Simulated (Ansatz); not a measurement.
# Al₂H₂ (triplet): B3LYP, wB97M-V over a scan of the distance Al1–H3, 6-31G

Aim: run Al₂H₂ (triplet) with these functionals over a scan of the distance Al1–H3, and hold them against the top wave-function level at the same points.

Method: 6-31G, all electrons in the functionals; program: Ansatz 0.2.0, Gaussian basis.

Plan: B3LYP, wB97M-V, at 1.261 Å; 1.397 Å; 1.589 Å; 1.780 Å; 1.953 Å; 2.164 Å; 2.551 Å; 2.866 Å; 3.493 Å; 4.260 Å; 5.303 Å.

17 further runs of the same task are left out: 15 that didn't finish, 2 set aside as unsound or not needed.

## Step 1: What is computed

The geometry derives from a PBE0/def2-TZVP stationary point (not a proven minimum). One bond is set to the value named and the two fragments are kept rigid.

4 atoms, charge 0, spin multiplicity 3.

Atoms are counted from 1 here; the program's logs count them from 0.

Bond lengths: Al1–Al2 2.545 Å, Al1–H3 1.589 Å, Al1–H4 1.589 Å. Angles: Al2–Al1–H3 116.8°, Al2–Al1–H4 116.8°, H3–Al1–H4 126.5°.

As a file:

| atom | x (Å) | y (Å) | z (Å) |
| --- | --- | --- | --- |
| Al1 | 0.00000 | 0.00000 | -1.20096 |
| Al2 | 0.00000 | 0.00000 | 1.34414 |
| H3 | 0.00000 | 1.41840 | -1.91646 |
| H4 | 0.00000 | -1.41840 | -1.91646 |

No dispersion term is added; wB97M-V holds VV10 nonlocal correlation. B3LYP takes the VWN-RPA correlation.

The geometry shown and the zero of energy belong to the point 1.589 Å. The yardstick, FCI, and other wave-function levels (R restricted, U unrestricted, valence and pair active spaces) come from earlier runs.

## Step 2: B3LYP, 1.261 Å

File in.yaml:

```yaml
crystal:
  periodic: [false, false, false]
  atoms:
    - {symbol: Al, position_ang: [0.000000, 0.005267, -1.203615]}
    - {symbol: Al, position_ang: [0.000000, 0.005267, 1.341485]}
    - {symbol: H, position_ang: [0.000000, 1.131133, -1.771548]}
    - {symbol: H, position_ang: [0.000000, -1.413133, -1.919115]}
basis:
  gaussian: {orbitals: 6-31G}
magnetization: {spin_polarized: true, initial_magnetization: 2}
hamiltonian: {xc: {name: B3LYP}}
```

The run is started by

```sh
$ ansatz run in.yaml --threads 1 --pin off --events-out ev --progress --plain --max-ram 2393MiB
```

The runs that follow: B3LYP, 1.397 Å; B3LYP, 1.589 Å; B3LYP, 1.780 Å; B3LYP, 1.953 Å; B3LYP, 2.164 Å; B3LYP, 2.551 Å; B3LYP, 2.866 Å; B3LYP, 3.493 Å; B3LYP, 4.260 Å; B3LYP, 5.303 Å; wB97M-V, 1.261 Å; wB97M-V, 1.397 Å; wB97M-V, 1.589 Å; wB97M-V, 1.780 Å; wB97M-V, 1.953 Å; wB97M-V, 2.164 Å; wB97M-V, 2.551 Å; wB97M-V, 2.866 Å; wB97M-V, 3.493 Å; wB97M-V, 4.260 Å; wB97M-V, 5.303 Å.

**Question.** What will the summary of the whole plan be? Wanted: span of the FCI curve; largest miss, B3LYP; largest miss, wB97M-V.

The runs gave:

```
             quantity                     value
span of the FCI curve             52.9 kcal/mol
  largest miss, B3LYP   +9.4 kcal/mol (4.260 Å)
largest miss, wB97M-V  +11.2 kcal/mol (2.866 Å)
```

**Reading.** Of the functionals, B3LYP keep the smallest largest miss at the points compared (at most 9.4 kcal/mol) and wB97M-V strays most (11.2 kcal/mol, at 2.866 Å). Functionals and the yardstick converge differently with the basis, so part of each miss in 6-31G is the basis.
